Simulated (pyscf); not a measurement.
PySCF, gas phase, ωB97X-D3(BJ)/def2-SVP geometries.

Cl–TaH(Cl)(Cl)–Cl + silane (SiH₄) -> H₃Si–Ta(Cl)(Cl)(Cl)–Cl + hydrogen (H₂)
Surface: singlet. Broken: H–Ta, H–Si. Formed: Si–Ta, H–H. Give ΔE‡ and ΔE from ωB97M-D3(BJ)/def2-TZVP, relative to the separated reactants.

ΔE‡ = 74.6 kJ/mol, ΔE = +22.6 kJ/mol. Zero-point energy shifts the barrier by +1.8 kJ/mol. It is a four-centre exchange, with an imaginary mode of 679i cm⁻¹. On the reactant side the descent ends in an adduct with a Si–Ta, H–Ta contact, 22.1 kJ/mol over the separated species and 16.1 kJ/mol under the saddle at ωB97X-D3(BJ)/def2-TZVP. What is counted as formed (Si–Ta) is already present as a longer contact in the reactant adduct; forming that adduct is a step of its own. At ωB97X-D3(BJ)/def2-TZVP the barrier from the zero used here is 38.2 kJ/mol. This is the saddle that the search found; another between the same sides may lie lower. Elements past Kr carry the def2 core potentials, without spin-orbit coupling.
